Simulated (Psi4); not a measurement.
# UHF/STO-3G run of SiPH4Cl+ (SMILES [PH2+][SiH2]Cl)

What is the energy change on altering one bond length of SiPH4Cl+ at UHF/STO-3G? 

Program for the calculation: Psi4 1.11.

## (1) Starting point

SiPH4Cl+ has 7 atoms, charge +1, and is taken as a doublet. As SMILES, `[PH2+][SiH2]Cl`. Geometry: relaxed at GFN2-xTB. This is one conformer, not always the lowest.

Bond lengths: P1–Si2 2.422 Å, Si2–Cl3 1.961 Å, P1–H4 1.391 Å, P1–H5 1.391 Å, Si2–H6 1.456 Å, Si2–H7 1.462 Å. Angles: P1–Si2–Cl3 108.0°, P1–Si2–H6 97.3°, P1–Si2–H7 95.4°, Cl3–Si2–H6 118.5°, Cl3–Si2–H7 116.6°, Si2–P1–H4 116.9°, Si2–P1–H5 113.0°, H6–Si2–H7 115.5°, H4–P1–H5 97.6°.

## (2) Energy and gradient at UHF/STO-3G

calc.py reads:

```python
import psi4

psi4.set_memory(1600000000)
psi4.set_num_threads(1)
psi4.core.set_output_file('run.log', False)

geom = psi4.geometry("""
1 2
P     -1.298530     0.216930    -0.350690
Si     0.906470    -0.130240     0.590350
Cl     0.948810    -1.918810     1.392180
H     -1.688430    -0.641210    -1.373930
H     -1.405610     1.409140    -1.058760
H      0.913740     1.027050     1.473130
H      1.623550     0.037150    -0.672280
symmetry c1
no_reorient
no_com
""")

options = {'basis': 'STO-3G', 'reference': 'uhf', 'puream': True, 'e_convergence': 1e-09, 'd_convergence': 1e-08, 'scf_type': 'pk', 'maxiter': 200}
psi4.set_options(options)

energy_value, wavefunction = psi4.gradient("scf", return_wfn=True)
psi4.oeprop(wavefunction, "MAYER_INDICES", "WIBERG_LOWDIN_INDICES", "QUADRUPOLE")
print('gradient / Eh bohr^-1')
print(energy_value.np.round(6))
print(f'energy = {wavefunction.energy():.10f} Eh')
```

On the command line:

```bash
$ python calc.py
```

run.log:

```text
[...]
  Running in c1 symmetry.
[...]
  Nuclear repulsion =  190.839193235565489
[...]
  Multiplicity = 2
[...]
  Nalpha       = 25
  Nbeta        = 24
[...]
    Number of basis functions: 31
[...]
   @UHF iter   1: -1079.19482410652904   -1.79569e+00   7.47700e-03 DIIS/ADIIS
[...]
   @UHF iter  13: -1079.25527556064708    0.00000e+00   5.03511e-09 DIIS
[...]
   @S^2 Observed:                7.557996055E-01
[...]
    Orbital Energies [Eh]
    ---------------------
    Alpha Occupied:
       1A   -103.895830     2A    -79.272549     3A    -68.326916
       4A    -10.580435     5A     -8.024431     6A     -8.018368
       7A     -8.017885     8A     -7.585175     9A     -6.301245
      10A     -5.425010    11A     -5.406917    12A     -5.406456
      13A     -4.327257    14A     -4.325599    15A     -4.324483
      16A     -1.243365    17A     -1.102607    18A     -0.904333
      19A     -0.745858    20A     -0.721250    21A     -0.684987
      22A     -0.668741    23A     -0.623179    24A     -0.591083
      25A     -0.572641
    Alpha Virtual:
[...]
  @UHF Final Energy: -1079.25527556064708
   => Energetics <=
    Nuclear Repulsion Energy =            190.8391932355654887
    One-Electron Energy =               -1866.8233005592674090
    Two-Electron Energy =                 596.7288317630549273
    Total Energy =                      -1079.2552755606470782
  UHF NO Occupations:
  HONO-2 :   23  A 1.9988703
  HONO-1 :   24  A 1.9986383
[...]
  -Total Gradient:
     Atom            X                  Y                   Z
    ------   -----------------  -----------------  -----------------
       1       -0.025559080538     0.004692080564     0.009014800975
       2        0.028156107759    -0.080721428917     0.047590173712
       3       -0.001488191551     0.050632211895    -0.023706756143
       4        0.000026793396     0.002699252440    -0.009623887028
       5       -0.000114949904     0.000221373352    -0.009848822404
       6       -0.004889308909     0.016641207543     0.004847487873
       7        0.003868629741     0.005835303121    -0.018272996992
[...]
 Multipole Moments:
 ------------------------------------------------------------------------------------
     Multipole            Electronic (a.u.)      Nuclear  (a.u.)        Total (a.u.)
 ------------------------------------------------------------------------------------
 L = 1.  Multiply by 2.5417464519 to convert [e a0] to [Debye]
 Dipole X            :        -17.3605535           16.6024723           -0.7580812
 Dipole Y            :         56.2242230          -55.4767844            0.7474386
 Dipole Z            :        -47.6626018           47.3183075           -0.3442942
 Magnitude           :                                                    1.1188789
 L = 2.  Multiply by 1.3450342976 to convert [e a0^2] to [Debye ang]
 Quadrupole XX       :       -234.8474986          215.6844246          -19.1630741
 Quadrupole XY       :        131.2741534         -131.1560276            0.1181259
[...]
```

On the terminal:

```text
gradient / Eh bohr^-1
[[-2.5559e-02  4.6920e-03  9.0150e-03]
 [ 2.8156e-02 -8.0721e-02  4.7590e-02]
 [-1.4880e-03  5.0632e-02 -2.3707e-02]
 [ 2.7000e-05  2.6990e-03 -9.6240e-03]
 [-1.1500e-04  2.2100e-04 -9.8490e-03]
 [-4.8890e-03  1.6641e-02  4.8470e-03]
 [ 3.8690e-03  5.8350e-03 -1.8273e-02]]
energy = -1079.2552755606 Eh
```

Wall time 1 s (1 thread of AMD EPYC 9R45 (Zen 5), shared host); peak memory 0.18 GiB.

## (3) The distorted shape

job.in reads:

```
memory 1.6 GB

molecule molecule1 {
  1 2
  P
  Si 1 4.360401
  Cl 2 1.960537 1 108.01593
  H 1 1.391203 2 116.89961 3 -62.18011
  H 1 1.390753 4 97.62733 2 120.66212
  H 2 1.455566 3 118.50189 1 109.12366
  H 2 1.461663 6 115.49284 3 -145.35041
  symmetry c1
  no_reorient
  no_com
}

set {
  reference uhf
  puream true
  e_convergence 1e-09
  d_convergence 1e-08
  scf_type pk
  maxiter 200
}

E, wfn = gradient('scf/STO-3G', return_wfn=True)
oeprop(wfn, 'LOWDIN_CHARGES', 'WIBERG_LOWDIN_INDICES', 'QUADRUPOLE')
print_variables()
```

On the command line:

```bash
$ psi4 -i job.in -o job.out -n 1
```

job.out, cut to the lines that bear on the results:

```text
[...]
  Running in c1 symmetry.
[...]
  Nuclear repulsion =  152.925922480633574
[...]
  Multiplicity = 2
[...]
  Nalpha       = 25
  Nbeta        = 24
[...]
    Number of basis functions: 31
[...]
   @UHF iter   1: -1079.06211967031595   -1.77313e+00   8.86043e-03 DIIS/ADIIS
[...]
   @UHF iter  13: -1079.14464516744329   -3.18323e-12   4.69368e-09 DIIS
[...]
   @S^2 Observed:                7.568822935E-01
[...]
  @UHF Final Energy: -1079.14464516744329
   => Energetics <=
    Nuclear Repulsion Energy =            152.9259224806335737
    One-Electron Energy =               -1791.9305356803406539
    Two-Electron Energy =                 559.8599680322638505
    Total Energy =                      -1079.1446451674432865
  UHF NO Occupations:
  HONO-2 :   23  A 1.9985393
  HONO-1 :   24  A 1.9980916
[...]
  -Total Gradient:
     Atom            X                  Y                   Z
    ------   -----------------  -----------------  -----------------
       1        0.002177482089     0.001844178397    -0.010637583694
       2       -0.005157441054    -0.058399514669    -0.023366168983
       3        0.001244175016     0.037150701844    -0.002209901939
       4        0.002854777418    -0.008940477467     0.003272083333
       5       -0.005729365648     0.006746216671     0.004294688740
       6       -0.001033513251     0.010607268410     0.013971728511
       7        0.005643885430     0.010991626825     0.014675154063
[...]
 Multipole Moments:
 ------------------------------------------------------------------------------------
     Multipole            Electronic (a.u.)      Nuclear  (a.u.)        Total (a.u.)
 ------------------------------------------------------------------------------------
 L = 1.  Multiply by 2.5417464519 to convert [e a0] to [Debye]
 Dipole X            :         -1.0591286            1.1677040            0.1085754
 Dipole Y            :         -3.3903800            5.0299726            1.6395926
 Dipole Z            :          4.8057196           -3.0751456            1.7305740
 Magnitude           :                                                    2.3864071
 L = 2.  Multiply by 1.3450342976 to convert [e a0^2] to [Debye ang]
 Quadrupole XX       :        -40.4186174           15.1306273          -25.2879901
 Quadrupole XY       :         -0.8746704            0.9814880            0.1068177
[...]
```

Wall time 0.98 s (1 thread of AMD EPYC 9R45 (Zen 5), shared host); peak memory 0.18 GiB.

## (4) What came out

At UHF/STO-3G:

```
                                                          quantity           value
                                         first shape: total energy  -1079.25528 Eh
                   first shape: HOMO energy (highest over α and β)       -15.58 eV
                    first shape: LUMO energy (lowest over α and β)        -3.21 eV
                                                 first shape: ⟨S²⟩           0.756
                             first shape: largest force on an atom      5.031 eV/Å
                                     distorted shape: total energy  -1079.14465 Eh
               distorted shape: HOMO energy (highest over α and β)       -10.89 eV
                distorted shape: LUMO energy (lowest over α and β)        -4.79 eV
                                             distorted shape: ⟨S²⟩           0.757
                         distorted shape: largest force on an atom      3.245 eV/Å
energy change with the P1–Si2 bond stretched from 2.422 to 4.360 Å        3.010 eV
```

**Reading.** With the P1–Si2 bond stretched from 2.422 to 4.360 Å the energy rises by 3.01 eV (69 kcal/mol). The first shape isn't relaxed at this level, so the change isn't measured from a minimum. The minimal basis adds a large error of its own. The largest force (first shape) is 5.03 eV/Å: the shape isn't a stationary point for this species at this level.
